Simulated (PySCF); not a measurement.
Species, as SMILES: ClCCl.
Geometry (B3LYP-D3(BJ)/def2-TZVP, fixed):
```
C
H 1 1.0832
H 1 1.0832 2 111.91
Cl 1 1.7804 2 108.02 3 118.77
Cl 1 1.7804 2 108.02 3 -118.77
```

Basis-set convergence of the mean static polarisability at PBE0 with PySCF. All functions are spherical. Density fitting with generated auxiliary sets. No added dispersion term, no relativity. Reference: the value in aug-pcseg-2, 43.50 bohr³, itself unsure by roughly 0.1 % (its distance from aug-cc-pV(T+d)Z). Deviations are taken from unrounded values. Cost is core time over that of cc-pV(D+d)Z, rough, on shared machines of one kind.

```csv
basis,functions,mean static polarisability (bohr³),minus reference (%),cost
cc-pV(D+d)Z,70,29.47,-32.3,1×
aug-cc-pV(D+d)Z,105,42.15,-3.1,2×
Sadlej pVTZ,106,43.51,0.0,2×
cc-pV(T+d)Z,136,35.71,-17.9,3×
jun-cc-pV(T+d)Z,163,43.35,-0.3,3×
aug-cc-pV(T+d)Z,202,43.44,-0.1,7×
cc-pV(Q+d)Z,243,39.70,-8.7,9×
```

The smallest set listed that lies within 5 % of the reference with all its larger relatives (same family, alike in diffuse functions; a set with none counts only in the reference's own line) is aug-cc-pV(D+d)Z (105 functions, 2× in cost, -3.1 % off). Inside, with no larger relative to test it: Sadlej pVTZ.
